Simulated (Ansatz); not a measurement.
C$_{2}$H$_{3}$FN$_{2}$, SMILES `FC1=NCN1`, relaxed with RKS PBE0-D4/def2-TZVP in Ansatz from a PBE-D4/def2-SVP geometry. The force threshold is 0.005 eV/Å; the program also tests the step.

Charge 0, multiplicity 1.

Start:

```xyz
8

F     0.345   -1.793    1.435
C     0.308   -0.721    0.667
N     1.270    0.034    0.245
C     0.175    0.758   -0.463
N    -0.852   -0.109    0.204
H     0.087    1.826   -0.180
H     0.213    0.639   -1.566
H    -1.547   -0.635   -0.342
```

```json
{"step": "1", "energy (eV)": "-7812.8929", "largest force (eV/Å)": "0.979", "largest move (Å)": "0.000"}
{"step": "2", "energy (eV)": "-7812.9340", "largest force (eV/Å)": "0.266", "largest move (Å)": "0.021"}
{"step": "3", "energy (eV)": "-7812.9384", "largest force (eV/Å)": "0.018", "largest move (Å)": "0.010"}
{"step": "4", "energy (eV)": "-7812.9384", "largest force (eV/Å)": "0.019", "largest move (Å)": "0.002"}
{"step": "5", "energy (eV)": "-7812.9384", "largest force (eV/Å)": "0.017", "largest move (Å)": "0.002"}
{"step": "6", "energy (eV)": "-7812.9385", "largest force (eV/Å)": "0.008", "largest move (Å)": "0.002"}
{"step": "7 (rejected)", "energy (eV)": "-7812.9385", "largest force (eV/Å)": "0.018", "largest move (Å)": "0.000"}
{"step": "8", "energy (eV)": "-7812.9385", "largest force (eV/Å)": "0.002", "largest move (Å)": "0.000"}
```

End:

```xyz
8

F     0.339   -1.771    1.422
C     0.304   -0.711    0.662
N     1.252    0.025    0.237
C     0.170    0.756   -0.464
N    -0.847   -0.104    0.207
H     0.090    1.804   -0.174
H     0.206    0.633   -1.546
H    -1.514   -0.633   -0.343
```

Hardware: 2 threads of an Arm Neoverse V2 on a shared host. Wall time 24 s, peak host memory 0.35 GiB.
